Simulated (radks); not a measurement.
# Valence configurations of P²⁺

Aim: which of several valence configurations of P²⁺ lies lowest at this level, and whether it is the one NIST lists ([Ne] 3s2 3p1).

Program: radks (a radial shooting solver on a logarithmic mesh, Libxc functionals) version 1. Level of theory: scalar-relativistic Kohn-Sham, PBE, spin-polarised, spherical densities, finite nucleus; open shells are filled with parallel spins first. These are calculated values, not measurements, unless marked.

### Step 1. What is computed

- element: phosphorus (Z = 15)
- charge: +2
- electrons: 13
- configuration: [Ne] 3s2 3p1
- nuclear rms radius: 3.1889 fm
- others tried: 3s1.5 3p1.5; 3s1 3p2; 3p3; 3s0.5 3p2.5

The outer shells:

P²⁺
```
[Ne] core
3s [↑↓]
3p [↑ ][  ][  ]
```

### Step 2. [Ne] 3s2 3p1

The run's settings:

```text
Z 15
configuration [Ne] 3s2 3p1
relativity scalar-relativistic
functional pbe,pbe
spin polarised
nucleus finite rms 3.1889 fm
c 137.035999084
```

### Step 3. [Ne] 3s1.5 3p1.5

Input: that of step 2 with these lines changed.

```diff
@@ -1,3 +1,3 @@
 Z 15
-configuration [Ne] 3s2 3p1
+configuration [Ne] 3s1.5 3p1.5
 relativity scalar-relativistic
```

### Step 4. [Ne] 3s1 3p2

The run's settings:

```text
Z 15
configuration [Ne] 3s1 3p2
relativity scalar-relativistic
functional pbe,pbe
spin polarised
nucleus finite rms 3.1889 fm
c 137.035999084
```

### Step 5. [Ne] 3p3

Input: that of step 4 with these lines changed.

```diff
@@ -1,3 +1,3 @@
 Z 15
-configuration [Ne] 3s1 3p2
+configuration [Ne] 3p3
 relativity scalar-relativistic
```

### Step 6. [Ne] 3s0.5 3p2.5

Input: that of step 5 with these lines changed.

```diff
@@ -1,3 +1,3 @@
 Z 15
-configuration [Ne] 3p3
+configuration [Ne] 3s0.5 3p2.5
 relativity scalar-relativistic
```

Before running it: what results should come out? Wanted: for each run, valence; E − E(NIST configuration); moment; highest level; its energy; 1s shift.

As calculated:

| valence | E − E(NIST configuration) (eV) | moment (μB) | highest level | its energy (eV) | 1s shift (eV) |
| --- | --- | --- | --- | --- | --- |
| 3s2 3p1 | 0.000 | 1 | 3p up | -24.868 | +0.00 |
| 3s1.5 3p1.5 | 3.786 | 2 | 3p up | -25.611 | -0.58 |
| 3s1 3p2 | 6.888 | 3 | 3p up | -26.213 | -1.01 |
| 3s0.5 3p2.5 | 11.829 | 3 | 3p up | -26.481 | -1.67 |
| 3p3 | 16.776 | 3 | 3p up | -26.742 | -2.32 |

What this shows: The NIST configuration is the lowest of those tried, 3.786 eV under 3s1.5 3p1.5. The energies are those of spherical high-spin densities, not of single terms. The 1s eigenvalue shifts by up to 2.32 eV as the valence charge is rearranged.
